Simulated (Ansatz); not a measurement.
Basis-set extrapolation for FHSi (`F[SiH]`) (PBE0-D4/def2-TZVP geometry, frozen core, Ansatz). Multiplicity 1, RHF reference.

|  | def2-TZVPP | def2-QZVPP |
| --- | --- | --- |
| HF | -389.009388 | -389.023431 |
| MP2 correlation | -0.352501 | -0.384884 |
| CCSD(T) correlation | -0.381978 | -0.412519 |

Energies in hartree. Use E(X) = E(∞) + A·exp(−7.88·√X) for Hartree–Fock and E(X) = E(∞) + B·X^(−2.97) for correlation, with X = 3 and 4.

Task: What is the CCSD(T) energy at the basis-set limit?

Result: HF limit: -389.023431 + (-0.014043) × 0.13774 = -389.02537. Correlation limit: -0.412519 + (-0.030541) × 0.74074 = -0.43514. Total: -389.46051 hartree, 43.4 kcal/mol below CCSD(T)/def2-TZVPP.
